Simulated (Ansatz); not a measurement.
A nudged elastic band was laid between two geometries of AlCl2H + H (5 atoms, charge 0, multiplicity 2).

These are results of UKS B3LYP-D4/def2-SVP (Ansatz), not measurements.

```yaml
movable_images: 7
climbing_image: yes
spring: 5.0 eV/Å²
optimiser: quadratic models (default)
start_path: through a guess of the saddle point
force_threshold: 0.05 eV/Å
iteration_limit: 60
end_points: relaxed
```

Initial state:

```xyz
5
Properties=species:S:1:pos:R:3
Al 0.000 0.000 -0.103
H 0.000 0.000 1.471
Cl 1.801 0.000 -1.179
Cl -1.801 0.000 -1.179
H 0.000 0.000 3.340
```

Final state:

```xyz
5
Properties=species:S:1:pos:R:3
Al 0.000 0.000 -0.556
H 0.000 0.000 2.698
Cl 1.831 0.000 -1.626
Cl -1.831 0.000 -1.626
H 0.000 0.000 3.460
```

Problem. Which bonds break or form, and what moves?

Solution. Bonds broken: Al1–H2. Bonds formed: H2–H5. AlCl2H + H becomes AlCl2 + H2.

Problem. Give the energies along the band, and the barrier.

Solution. It converged. The highest image is number 1 of 0 to 8, 0.001 eV above the first end and 0.934 eV above the last; the last end lies 0.933 eV below the first. The top lies less than 8 meV above the higher end, about what the thresholds resolve: that end is a shoulder or a very shallow well. A vibrational analysis at the climbing image gives one clearly imaginary mode, 265i cm⁻¹: a first-order saddle point.

| image | path coordinate (Å) | energy (eV) | Al1–H2 (Å) | H2–H5 (Å) |
| --- | --- | --- | --- | --- |
| 0 | 0.00 | 0.000 | 1.57 | 1.87 |
| 1 | 0.13 | 0.001 | 1.58 | 1.71 |
| 2 | 0.41 | -0.036 | 1.66 | 1.35 |
| 3 | 0.69 | -0.466 | 1.92 | 0.96 |
| 4 | 0.97 | -0.790 | 2.25 | 0.78 |
| 5 | 1.25 | -0.869 | 2.51 | 0.77 |
| 6 | 1.53 | -0.909 | 2.75 | 0.77 |
| 7 | 1.81 | -0.928 | 3.00 | 0.76 |
| 8 | 2.09 | -0.933 | 3.25 | 0.76 |

Problem. What is the geometry of the highest image?

Solution. 
```xyz
5
Properties=species:S:1:pos:R:3
Al 0.000 0.000 -0.077
H 0.000 0.000 1.507
Cl 1.802 0.000 -1.151
Cl -1.802 0.000 -1.151
H 0.000 0.000 3.221
```

Time of the run: 2.9 min on 1 thread of Arm Neoverse V1 (shared host), peak memory 0.16 GiB.
